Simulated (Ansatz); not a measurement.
System: silicon monoxide, SiO (charge 0, singlet). SMILES: [O+]#[Si-]
Structure (B3LYP-D3(BJ)/def2-TZVP (Ansatz, a program for electronic structure) minimum search):
```xyz
2

Si     0.0000     0.0000    -0.5502
O      0.0000     0.0000     0.9629
```

Wanted: enthalpy of formation at 298 K, in kcal/mol. Conventions: 6-31G* and kin with 6d, 5d where marked; LANL2DZ with its own core potentials from Na on; spin-orbit terms left out; open shells spin-unrestricted; 6-311+G** with 5d, 6d on Na to Ar in Ansatz; non-relativistic; frozen cores in correlated levels. Basis-set limits of correlation are two-point, X^-3; Hartree-Fock from the larger set (for Q and 5 zeta extrapolated as (X+1)exp(-9√X)). Ab initio and DFT rows: single points at B3LYP-D3(BJ) geometries (Ansatz), with unscaled harmonic terms from B3LYP/6-31G* at its own minima, enthalpies of formation by atomisation with measured atoms.

Measured values: G2/97 table in ASE (Curtiss et al.); they hold spin-orbit and core effects, anharmonicity. 

Value to compare with, the measured value: -24.6 kcal/mol.

```csv
level,program,enthalpy of formation at 298 K (kcal/mol),error
PBE/STO-3G,Ansatz,-43.3,-18.7
PBE/3-21G,Ansatz,-4.0,20.6
PBE/LANL2DZ,Ansatz,2.8,27.4
PBE/6-31G*,Ansatz,-22.5,2.1
PBE/def2-SVP,Ansatz,-23.1,1.5
PBE/6-311+G**,Ansatz,-21.6,3.0
PBE/def2-TZVPD,Ansatz,-28.1,-3.5
"CCSD(T)/CBS(cc-pV(Q+d)Z,cc-pV(5+d)Z)",Ansatz,-24.2,0.4
```

Among the 6 habitual levels, PBE/LANL2DZ lies farthest from the measured value (27.4 kcal/mol); 5 of 6 lie above it, and their mean absolute error is 12.2 kcal/mol, the median 10.8. One case shows no general order.

The sets are all those run for this method; runs whose electronic state is in doubt are left out.
